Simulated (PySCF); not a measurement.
Gas-phase reaction: 2 PH₃ → P₂ + 3 H₂

Computed with PySCF and rigid-rotor harmonic-oscillator thermochemistry at 1 bar. The comparison is the NASA 1993 polynomial table, which mixes measured and estimated data. † marks an energy on the PBE0/def2-TZVP geometry and frequencies; other levels use their own. 6-31G* has spherical d functions here. All species are closed-shell singlets. B3LYP is the form with VWN-RPA correlation. The table's entry may be an old estimate for P₂ (not checked at source).

ωB97M-V/def2-TZVP† gives ΔH°(298 K) = 166.0 kJ.

Problem. What does B3LYP/6-31G* give, and where does the table lie?

Solution. B3LYP/6-31G*: 143.7 kJ. Table: 132.8 kJ.
